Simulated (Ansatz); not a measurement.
A made-up structure of CH2BS, doublet:

C1  (-1.482, -0.354, -0.017)
B2  (0.016, -0.212, 0.122)
S3  (1.949, -0.145, 0.367)
H4  (-2.670, -0.456, -0.133)
H5  (2.187, 1.166, -0.340)
(Å)

It is relaxed with PBE-D4/def2-SVP and then PBE0-D4/def2-TZVP (Ansatz 0.2.0). Atoms count as bonded within 1.22 times the sum of their covalent radii (H–H: 0.88 Å). The end point is not checked to be a true minimum.

(1) Does its bonding change? (A judgement: the text doesn't fix the answer.)

Answers

(1) By the calculation: No: no bond forms or breaks.

Where it ends: The first stage lowers the energy by 1.19 eV in 4 steps. It ends as CH₂BS ([CH][B][SH]):
```xyz
5
angstrom
C -1.3236 -0.3159 -0.0148
B 0.0144 -0.1891 0.1090
S 1.7400 -0.1299 0.3276
H -2.3837 -0.4066 -0.1183
H 1.9529 1.0414 -0.3035
```

Labels in which every atom is bracketed show which atoms are joined, not bond orders.

For scale, one of the runs: PBE0-D4/def2-TZVP relaxation, 111 basis functions, launched by `ansatz run in.yaml --threads 2 --pin off --events-out ev --progress --plain --max-ram 4352MiB`. Hardware: 2 CPU threads of an Arm Neoverse V1, shared host. Wall time about 21 s.
